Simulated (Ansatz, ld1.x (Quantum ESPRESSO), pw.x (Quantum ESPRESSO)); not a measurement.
**Ta (Z = 73): does the TM potential hold in the solid?**

Ta, norm-conserving Troullier–Martins (Kleinman–Bylander form), made with ld1.x (Quantum ESPRESSO) 7.5 (PBE, scalar-relativistic). Core [Xe] 4f14, reference 5d3 6s2 6p0. Waves: 6p (bound, empty): rc 3.40 bohr; 5d (bound): rc 2.10 bohr; 6s (bound): rc 2.20 bohr. Local part: the s channel. Core correction: none.

Atomic tests: cutoffs needed: 30 Ry and 35 Ry (the cutoffs (Ry, on a coarse ladder) from which the occupation-weighted sum of valence levels, in a spherical-Bessel basis at the reference potential, stays within 10 and 1 mRy of its value at 400 Ry); ghost test: no extra level below or beside the all-electron valence levels (p, d, s, f tested) (spherical-Bessel basis up to 400 Ry, 20 bohr box); largest excitation error: +133 meV (all-electron minus pseudo) for 5d2 6s0 6p0, out of 7 test configurations.

Crystal test: bcc Ta in pw.x 7.5, no spin, 14³ k-points, Fermi–Dirac smearing 0.01 Ry, cutoffs 45/180 Ry. The reference is all-electron LAPW (Ansatz 0.2.0) with the same functional, mesh and smearing; V0 and B0 come from Birch–Murnaghan fits to the pressures at five volumes. Errors are pseudo minus all-electron; Δ is the rms difference of the E(V) curves that follow from these fits, minima aligned, over ±6 % about the mean V0. Mesh and smearing are coarse, so the numbers serve the comparison and aren't converged zero-temperature values; the lattice is a test structure that the element need not adopt.

All-electron: a0 = 3.321 Å (V0 = 18.31 Å³/atom), B0 = 193.2 GPa.

Problem. How far does the potential miss the all-electron equation of state?

Solution. mean pressure error (GPa): +5.21; a0 (Å): 3.350; a0 error (%): +0.89; B0 error (%): -4.6; Δ (meV/atom): 20.2. The largest radius (3.40 bohr) exceeds half the bond length (2.71 bohr), so the spheres overlap, which is one possible source of error among others. This is a poor potential for the solid.

```csv
V (Å³/atom),P all-electron (GPa),P pseudo (GPa)
17.282,12.43,18.18
17.737,6.48,11.96
18.192,1.22,6.42
18.647,-3.44,1.51
19.102,-7.57,-2.87
```

Problem. At the middle volume, how do free energy and pressure move when the wave cutoff is lowered (ecutrho kept at four times it)?

Solution.

| cutoff (Ry) | shift of F (meV/atom) | shift of P (GPa) |
| --- | --- | --- |
| 20 | +793.3 | -24.86 |
| 27 | +65.5 | -3.59 |
| 36 | +3.1 | +0.15 |

The run at the middle volume (104 k-points, 7 iterations) took about 5.2 s on one core of a shared host (Neoverse-V2, 192 threads, 1485 GiB, load 72).
